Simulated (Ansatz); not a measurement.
Corundum (α-Al2O3) was calculated with r²SCAN-D4 (Ansatz, an electronic-structure program, plane waves, PAW).

Run with plane-wave cutoff 560 eV, 8×8×8 k mesh, Fermi–Dirac smearing 0.01 eV, scalar-relativistic PAW data made under PBE.

Computed at the level's own relaxed cell.

```xyz
10
Lattice="4.5331 -2.3740 0.0006 4.5331 2.3740 0.0006 3.2893 0.0000 3.9198" Properties=species:S:1:pos:R:3 pbc="T T T"
Al    10.5257     0.0000     3.3403
Al     4.3480     0.0000     1.3798
Al     1.8297     0.0000     0.5806
Al     8.0074     0.0000     2.5411
O      4.7335    -0.9190     2.9401
O      5.1147     1.6465     1.7391
O      7.6219     0.9190     0.9808
O      6.7593     0.7275     3.6990
O      7.2408    -1.6465     2.1818
O      5.5961    -0.7275     0.2219
```

List the 31 lowest band energies at Γ above −25 eV (eV, relative to the valence band maximum), grouping those that round alike.

At Γ: -20.25, -17.94, -17.66 (×2), -17.35 (×2), -6.98, -5.96, -5.65 (×2), -4.52, -4.41 (×2), -3.38, -2.95, -1.47 (×2), -1.35 (×2), -0.53 (×2), -0.05 (×2), 0.00, 7.23, 10.19, 12.05, 12.68 (×2), 12.75, 13.47.
